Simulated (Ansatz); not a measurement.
A nudged elastic band was laid between two geometries of CH2F + CH4 (9 atoms, charge 0, multiplicity 2).

Theory: UKS B3LYP-D4/def2-SVP in Ansatz 0.2.0.

* movable images: 7
* climbing image: yes
* spring: 5.0 eV/Å²
* optimiser: quadratic models (default)
* start path: through a guess of the saddle point
* force threshold: 0.05 eV/Å
* iteration limit: 60
* end points: relaxed

First end point:

```xyz
9
Properties=species:S:1:pos:R:3
H -0.040 0.551 -0.776
C 0.963 0.979 -0.907
C -1.257 -1.318 1.239
F -1.848 -0.748 0.187
H 1.253 1.526 0.001
H 1.687 0.173 -1.094
H 0.960 1.670 -1.762
H -1.108 -0.664 2.103
H -0.610 -2.169 1.008
```

Last end point:

```xyz
9
Properties=species:S:1:pos:R:3
H 0.106 -0.720 1.004
C 1.226 1.220 -1.119
C -0.957 -1.005 0.944
F -1.541 -0.376 -0.136
H 1.502 2.161 -0.642
H 1.954 0.703 -1.746
H 0.220 0.816 -0.997
H -1.472 -0.701 1.870
H -1.038 -2.098 0.823
```

(1) What changes between the two ends?

(2) What energy profile does the band end with?

(3) What is the geometry of the highest image?

## Answers

(1) Bonds broken: H1–C2. Bonds formed: H1–C3. CH2F + CH4 becomes CH3 + CH3F.

(2) The forces met the threshold. The highest image is number 5 of 0 to 8, 0.75 eV above the first end and 0.53 eV above the last; the last end lies 0.22 eV above the first. A vibrational analysis at the climbing image gives one clearly imaginary mode, 1621i cm⁻¹, and a faint second one (20i cm⁻¹) that may be numerical noise or a soft torsion: probably a first-order saddle point.

```json
{"image": "0", "path coordinate (Å)": "0.00", "energy (eV)": "0.00", "H1–C2 (Å)": "1.10", "H1–C3 (Å)": "3.01"}
{"image": "1", "path coordinate (Å)": "0.48", "energy (eV)": "0.01", "H1–C2 (Å)": "1.10", "H1–C3 (Å)": "2.85"}
{"image": "2", "path coordinate (Å)": "0.97", "energy (eV)": "0.04", "H1–C2 (Å)": "1.10", "H1–C3 (Å)": "2.64"}
{"image": "3", "path coordinate (Å)": "1.45", "energy (eV)": "0.07", "H1–C2 (Å)": "1.10", "H1–C3 (Å)": "2.42"}
{"image": "4", "path coordinate (Å)": "1.94", "energy (eV)": "0.22", "H1–C2 (Å)": "1.11", "H1–C3 (Å)": "1.94"}
{"image": "5", "path coordinate (Å)": "2.42", "energy (eV)": "0.75", "H1–C2 (Å)": "1.39", "H1–C3 (Å)": "1.32"}
{"image": "6", "path coordinate (Å)": "3.24", "energy (eV)": "0.32", "H1–C2 (Å)": "2.23", "H1–C3 (Å)": "1.10"}
{"image": "7", "path coordinate (Å)": "4.06", "energy (eV)": "0.24", "H1–C2 (Å)": "2.59", "H1–C3 (Å)": "1.10"}
{"image": "8", "path coordinate (Å)": "4.88", "energy (eV)": "0.22", "H1–C2 (Å)": "3.09", "H1–C3 (Å)": "1.10"}
```

(3) 
```xyz
9
Properties=species:S:1:pos:R:3
H 0.073 -0.033 0.073
C 0.902 0.792 -0.682
C -0.822 -0.781 0.699
F -2.000 -0.642 0.039
H 1.251 1.565 0.013
H 1.698 0.138 -1.056
H 0.230 1.167 -1.463
H -0.885 -0.390 1.728
H -0.448 -1.816 0.648
```

Run time: 2.7 min on 2 threads of AMD EPYC 9R45 (Zen 5) (shared host), peak memory 0.18 GiB.
